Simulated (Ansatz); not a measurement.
# TbCl3: geometry, orbitals and charge

Aim: characterise TbCl3 as a septet: its structure, frontier levels and distribution of charge and spin.

Method: UKS PBE0-D4/def2-TZVP; program: Ansatz 0.2.0, Gaussian basis.

The runs, in order: relaxation at B3LYP-D4/def2-SVP; a search for the lowest solution at PBE-D4/def2-SVP; a single point at PBE0-D4/def2-TZVP.

2 further runs of the same task are left out: 2 that didn't finish.

### Step 1. The starting structure

4 atoms, charge 0, spin multiplicity 7.

Atoms are counted from 1 here; the program's logs count them from 0.

Bond lengths: Tb1–Cl2 2.396 Å, Tb1–Cl3 2.398 Å, Tb1–Cl4 2.395 Å. Angles: Cl2–Tb1–Cl3 99.8°, Cl2–Tb1–Cl4 100.0°, Cl3–Tb1–Cl4 100.0°.

Tb takes a core potential in the def2 sets. No spin-orbit coupling is included.

The start is a GFN2-xTB geometry.

### Step 2. Optimising with B3LYP-D4/def2-SVP

File in.yaml:

```yaml
crystal:
  periodic: [false, false, false]
  atoms:
    - {symbol: Tb, position_ang: [-0.009590, -0.004200, 0.839600]}
    - {symbol: Cl, position_ang: [2.120970, -0.017440, -0.256670]}
    - {symbol: Cl, position_ang: [-1.037500, 1.846480, -0.286640]}
    - {symbol: Cl, position_ang: [-1.073870, -1.824840, -0.296290]}
basis:
  gaussian: {orbitals: def2-SVP}
magnetization: {spin_polarized: true, initial_magnetization: 6}
hamiltonian: {xc: {name: B3LYP}, dispersion: d4}
scf: {lower_state_search: "off"}
output: {orbitals: {seedname: orbitals}}
relax: {f_tol: 0.02, max_steps: 100}
```

Run with:

```console
$ ansatz run in.yaml --threads 4 --pin off --events-out ev --progress --plain --max-ram 8704MiB
```

The runs that follow: Searching for the lowest solution, PBE-D4/def2-SVP; Single point, PBE0-D4/def2-TZVP.

Before running them: what should the planned runs give, taken together? Wanted: point group; near neighbours of the metal; HOMO, LUMO at PBE0-D4/def2-TZVP; ⟨S²⟩; charge on the metal; spin on the metal; dipole at B3LYP-D4/def2-SVP.

The runs gave:

| quantity | value |
| --- | --- |
| point group | C3v |
| near neighbours of the metal | Cl 2.46, Cl 2.46, Cl 2.46 Å |
| HOMO, LUMO at PBE0-D4/def2-TZVP (over both spins) | -9.06, -3.19 eV |
| ⟨S²⟩ | 12.010 |
| charge on the metal (Mulliken, PBE0-D4/def2-TZVP) | +1.40 e |
| spin on the metal (Mulliken) | 6.05 |
| dipole at B3LYP-D4/def2-SVP | 1.34 D |

The molecule keeps its bonding pattern by the stored test; the atoms moved 0.64 Å (rms), and the angle Cl2–Tb1–Cl4 went from 100° to 120°. Of 6 unpaired electrons, 6.05 sit on the metal by Mulliken's count, more than all: the ligands carry opposite spin. No usable vibrations, so a minimum isn't proven. The alpha HOMO lies nearest to Cl2, Cl3, Cl4 about 33 % each and the alpha LUMO to Tb1 82 %; Cl2, Cl3, Cl4 about 6 % each. Whether this spin is the lowest isn't tested here.
